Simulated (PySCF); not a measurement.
Stepwise substitution at one centre (B Cl-Br). Gas-phase values, no solvent. Strings in code marks are SMILES.

The T1 excitation (TDA) from two functionals at the same geometries (PBE0-D4/def2-TZVP), both in PySCF: PBE-D3(BJ)/def2-TZVP and PBE0-D4/def2-TZVP. Excitations are Tamm–Dancoff values on a coarser integration grid. The basis has no diffuse functions, so Rydberg states are missing or too high.

```json
[
 {"species": "0 of 3 Cl replaced by Br (`ClB(Cl)Cl`)", "PBE0-D4/def2-TZVP (eV)": "5.52"},
 {"species": "1 of 3 Cl replaced by Br", "PBE0-D4/def2-TZVP (eV)": "5.07"},
 {"species": "2 of 3 Cl replaced by Br (`ClB(Br)Br`)", "PBE0-D4/def2-TZVP (eV)": "4.77"},
 {"species": "3 of 3 Cl replaced by Br (`BrB(Br)Br`)", "PBE0-D4/def2-TZVP (eV)": "4.53"}
]
```

Question: What does PBE-D3(BJ)/def2-TZVP give for each?

Answer: 
- 0 of 3 Cl replaced by Br (`ClB(Cl)Cl`): 4.93
- 1 of 3 Cl replaced by Br: 4.50
- 2 of 3 Cl replaced by Br (`ClB(Br)Br`): 4.22
- 3 of 3 Cl replaced by Br (`BrB(Br)Br`): 4.00
Over these rows, drawn at random from the members with no instability flagged (it was tested for open shells, ions and some series alone), PBE minus PBE0-D4: mean -0.56 eV, from -0.59 eV to -0.53 eV.
